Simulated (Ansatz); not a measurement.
**C₂H₄, singlet: up the ladder of correlation methods**

Computed with Ansatz's Gaussian-basis code (development build); BCCD by scripts on PySCF. Settings: cc-pVDZ; 2 core orbitals frozen; no relativity. Perturbation and coupled-cluster methods stand on the Hartree–Fock determinant that coupled cluster favours (restricted). 

Geometry (Å):

```xyz
6

C     0.0000    0.0000    0.6656
C     0.0000    0.0000   -0.6656
H     0.0000    0.9215    1.2317
H     0.0000   -0.9215    1.2317
H     0.0000    0.9215   -1.2317
H     0.0000   -0.9215   -1.2317
```

Correlation energy of CCSD(T), then each method's total less that of CCSD(T), in eV:

| case | E corr CCSD(T) | BCCD | BCCD(T) | determinant |
| --- | --- | --- | --- | --- |
| RHF | -8.556 | +0.274 | 0.000 | – |

Task: Give CCSDT(Q) less CCSD(T). Is CCSD(T) good to 1 kcal/mol?

Result: RHF: -0.034 eV (within).
